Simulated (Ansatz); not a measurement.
System: CH3S, charge -1, multiplicity 1. It need not be the lowest isomer of its formula. Whether it binds its extra electron was not tested at this geometry. 
Geometry from a B3LYP-D3(BJ)/def2-TZVP (Ansatz, a quantum-chemistry and plane-wave program) optimisation:
```xyz
5

C     -0.1067     1.1770     0.0047
S     -0.0797    -0.5749    -0.0052
H      1.2370    -1.0853     0.0214
H      0.3191     1.6057     0.9182
H      0.3597     1.6165    -0.8836
```
Charge -1, spin multiplicity 1.

Basis-set convergence of Hartree-Fock and MP2 correlation energies (hartree) with Ansatz. Cores are frozen in the correlated levels unless marked. Spin-orbit coupling is left out. No relativistic terms.

```tsv
basis	functions	E(HF)	E(corr, MP2)
aug-cc-pV(D+d)Z	82	-437.08028	-0.31933
aug-cc-pV(T+d)Z	170	…	…
```

Problem. Some entries are withheld; supply them.

Solution. 
- aug-cc-pV(T+d)Z, E(HF): -437.10327
- aug-cc-pV(T+d)Z, E(corr, MP2): -0.38744
